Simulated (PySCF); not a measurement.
**Basis-set dependence of population analyses: `C=CCC(=C)F`**

Compound: C5H7F.
Z-matrix (Å and degrees, PBE0-D3(BJ)/def2-SVP geometry), rows numbered from 1:
```
C 
C   1  1.3326
C   2  1.4946  1  125.04
C   3  1.4955  2  114.48  1   119.57
C   4  1.3293  3  128.31  2   -12.77
F   4  1.3398  3  111.51  2   167.77
H   1  1.0948  2  121.45  3    -0.57
H   1  1.0933  2  121.44  3   179.25
H   2  1.0970  1  119.25  3  -179.79
H   3  1.1056  2  109.97  1  -120.42
H   3  1.1040  2  110.85  1    -3.83
H   5  1.0906  4  120.48  3  -179.71
H   5  1.0896  4  119.94  3    -0.42
```

PBE0 throughout (PySCF), one geometry, spherical d and f functions. One conformer (not necessarily the lowest) at the PBE0-D3(BJ)/def2-SVP geometry, without solvent, vibrations or thermal averaging. The first 7 of 12 kinds of atom are listed.

Mulliken charges (e):

| basis | functions | C1 | C2 | C3 | C4 | C5 | F6 | H7 |
| --- | --- | --- | --- | --- | --- | --- | --- | --- |
| STO-3G | 37 | -0.170 | -0.074 | -0.170 | +0.104 | -0.219 | -0.077 | +0.080 |
| 6-31G | 68 | -0.355 | -0.087 | -0.462 | +0.382 | -0.411 | -0.328 | +0.162 |
| pcSseg-0 | 68 | -0.396 | -0.250 | -0.566 | +0.283 | -0.422 | -0.355 | +0.221 |
| 6-31G* | 98 | -0.391 | -0.090 | -0.477 | +0.480 | -0.501 | -0.323 | +0.172 |
| cc-pVDZ | 119 | -0.021 | -0.150 | +0.015 | +0.050 | -0.065 | -0.179 | +0.040 |
| def2-SVP | 119 | -0.073 | -0.154 | +0.057 | +0.108 | -0.127 | -0.216 | +0.050 |
| aug-cc-pVDZ | 201 | +0.244 | +1.430 | +0.204 | +0.720 | +0.375 | -0.582 | -0.413 |
| 6-311+G(2d,p) | 204 | -0.412 | +0.222 | -0.458 | +0.359 | -0.360 | -0.304 | +0.117 |
| def2-TZVP | 228 | -0.268 | -0.170 | -0.142 | +0.176 | -0.337 | -0.190 | +0.126 |
| cc-pVTZ | 278 | -0.267 | -0.147 | -0.158 | +0.236 | -0.352 | -0.167 | +0.114 |
| IGLO-III | 280 | -0.217 | -0.125 | -0.247 | +0.323 | -0.307 | -0.245 | +0.092 |
| pcSseg-2 | 314 | -0.080 | -0.215 | +0.087 | +0.231 | -0.167 | -0.264 | +0.050 |

IAO charges (e):

```json
{"basis": "STO-3G", "functions": "37", "C1": "-0.263", "C2": "-0.137", "C3": "-0.289", "C4": "+0.141", "C5": "-0.336", "F6": "-0.090", "H7": "+0.131"}
{"basis": "6-31G", "functions": "68", "C1": "-0.313", "C2": "-0.135", "C3": "-0.299", "C4": "+0.277", "C5": "-0.390", "F6": "-0.261", "H7": "+0.148"}
{"basis": "pcSseg-0", "functions": "68", "C1": "-0.296", "C2": "-0.140", "C3": "-0.305", "C4": "+0.268", "C5": "-0.382", "F6": "-0.246", "H7": "+0.143"}
{"basis": "6-31G*", "functions": "98", "C1": "-0.302", "C2": "-0.130", "C3": "-0.286", "C4": "+0.304", "C5": "-0.389", "F6": "-0.267", "H7": "+0.142"}
{"basis": "cc-pVDZ", "functions": "119", "C1": "-0.308", "C2": "-0.129", "C3": "-0.288", "C4": "+0.306", "C5": "-0.397", "F6": "-0.268", "H7": "+0.143"}
{"basis": "def2-SVP", "functions": "119", "C1": "-0.299", "C2": "-0.126", "C3": "-0.283", "C4": "+0.304", "C5": "-0.387", "F6": "-0.268", "H7": "+0.139"}
{"basis": "aug-cc-pVDZ", "functions": "201", "C1": "-0.321", "C2": "-0.132", "C3": "-0.290", "C4": "+0.310", "C5": "-0.404", "F6": "-0.282", "H7": "+0.148"}
{"basis": "6-311+G(2d,p)", "functions": "204", "C1": "-0.320", "C2": "-0.132", "C3": "-0.292", "C4": "+0.309", "C5": "-0.403", "F6": "-0.282", "H7": "+0.148"}
{"basis": "def2-TZVP", "functions": "228", "C1": "-0.320", "C2": "-0.131", "C3": "-0.293", "C4": "+0.314", "C5": "-0.404", "F6": "-0.282", "H7": "+0.147"}
{"basis": "cc-pVTZ", "functions": "278", "C1": "-0.320", "C2": "-0.131", "C3": "-0.293", "C4": "+0.314", "C5": "-0.406", "F6": "-0.279", "H7": "+0.148"}
{"basis": "IGLO-III", "functions": "280", "C1": "-0.322", "C2": "-0.132", "C3": "-0.293", "C4": "+0.312", "C5": "-0.405", "F6": "-0.283", "H7": "+0.148"}
{"basis": "pcSseg-2", "functions": "314", "C1": "-0.320", "C2": "-0.132", "C3": "-0.293", "C4": "+0.314", "C5": "-0.404", "F6": "-0.282", "H7": "+0.148"}
```

Hirshfeld charges (e):

| basis | functions | C1 | C2 | C3 | C4 | C5 | F6 | H7 |
| --- | --- | --- | --- | --- | --- | --- | --- | --- |
| STO-3G | 37 | -0.065 | -0.024 | -0.007 | +0.065 | -0.119 | -0.035 | +0.026 |
| 6-31G | 68 | -0.099 | -0.031 | -0.055 | +0.088 | -0.142 | -0.098 | +0.045 |
| pcSseg-0 | 68 | -0.091 | -0.028 | -0.058 | +0.093 | -0.142 | -0.088 | +0.044 |
| 6-31G* | 98 | -0.099 | -0.033 | -0.056 | +0.086 | -0.145 | -0.087 | +0.045 |
| cc-pVDZ | 119 | -0.097 | -0.031 | -0.068 | +0.086 | -0.146 | -0.073 | +0.045 |
| def2-SVP | 119 | -0.098 | -0.031 | -0.070 | +0.093 | -0.147 | -0.081 | +0.045 |
| aug-cc-pVDZ | 201 | -0.102 | -0.039 | -0.083 | +0.087 | -0.145 | -0.086 | +0.050 |
| 6-311+G(2d,p) | 204 | -0.099 | -0.039 | -0.079 | +0.084 | -0.141 | -0.090 | +0.048 |
| def2-TZVP | 228 | -0.101 | -0.036 | -0.079 | +0.087 | -0.145 | -0.087 | +0.048 |
| cc-pVTZ | 278 | -0.101 | -0.035 | -0.078 | +0.089 | -0.146 | -0.082 | +0.048 |
| IGLO-III | 280 | -0.101 | -0.037 | -0.083 | +0.088 | -0.145 | -0.087 | +0.049 |
| pcSseg-2 | 314 | -0.102 | -0.037 | -0.082 | +0.089 | -0.145 | -0.087 | +0.049 |

ESP-fitted charges (e):

```tsv
basis	functions	C1	C2	C3	C4	C5	F6	H7
STO-3G	37	-0.338	+0.064	-0.348	+0.366	-0.496	-0.112	+0.136
6-31G	68	-0.489	+0.014	-0.356	+0.503	-0.689	-0.258	+0.201
pcSseg-0	68	-0.524	+0.038	-0.453	+0.572	-0.755	-0.268	+0.219
6-31G*	98	-0.508	+0.019	-0.291	+0.409	-0.664	-0.189	+0.208
cc-pVDZ	119	-0.474	-0.004	-0.264	+0.400	-0.648	-0.194	+0.196
def2-SVP	119	-0.467	-0.006	-0.265	+0.425	-0.651	-0.211	+0.193
aug-cc-pVDZ	201	-0.540	+0.053	-0.367	+0.484	-0.710	-0.230	+0.218
6-311+G(2d,p)	204	-0.561	+0.046	-0.362	+0.481	-0.723	-0.231	+0.228
def2-TZVP	228	-0.557	+0.051	-0.346	+0.474	-0.719	-0.222	+0.224
cc-pVTZ	278	-0.534	+0.035	-0.310	+0.437	-0.689	-0.209	+0.216
IGLO-III	280	-0.545	+0.042	-0.328	+0.465	-0.705	-0.225	+0.220
pcSseg-2	314	-0.548	+0.050	-0.354	+0.497	-0.726	-0.236	+0.221
```

Which scheme is steadiest as the basis changes?

Largest range over the bases for any column: Hirshfeld 0.08 e, IAO 0.19 e, ESP-fitted 0.26 e, Mulliken 1.68 e. Hirshfeld charges move least and Mulliken charges most, counted in e. Without the minimal STO-3G basis the ranges are Hirshfeld 0.03, IAO 0.05, ESP-fitted 0.19, Mulliken 1.68 e.

How much do the charges still move between the two largest bases, IGLO-III and pcSseg-2?

At most, over all atoms: Mulliken 0.335 e, IAO 0.002 e, Hirshfeld 0.002 e, ESP-fitted 0.032 e.

What do the same runs give for the total energy, the frontier levels and the dipole moment?

| basis | energy (Eh) | HOMO (eV) | LUMO (eV) | μ (D) |
| --- | --- | --- | --- | --- |
| STO-3G | -290.4145 | -4.54 | 3.42 | 0.67 |
| 6-31G | -294.1309 | -7.11 | 0.45 | 1.63 |
| pcSseg-0 | -293.5392 | -7.36 | 0.16 | 1.65 |
| 6-31G* | -294.1926 | -6.97 | 0.49 | 1.30 |
| cc-pVDZ | -294.2181 | -7.13 | 0.25 | 1.29 |
| def2-SVP | -293.9856 | -7.23 | 0.18 | 1.34 |
| aug-cc-pVDZ | -294.2381 | -7.33 | -0.14 | 1.39 |
| 6-311+G(2d,p) | -294.2908 | -7.34 | -0.14 | 1.43 |
| def2-TZVP | -294.3165 | -7.31 | -0.02 | 1.36 |
| cc-pVTZ | -294.3068 | -7.27 | 0.05 | 1.32 |
| IGLO-III | -294.3233 | -7.33 | -0.11 | 1.38 |
| pcSseg-2 | -294.3170 | -7.35 | -0.09 | 1.41 |

The dipole is fixed by the density alone, so its range of 0.98 D shows that the density itself changes with the basis, not only its division among atoms.
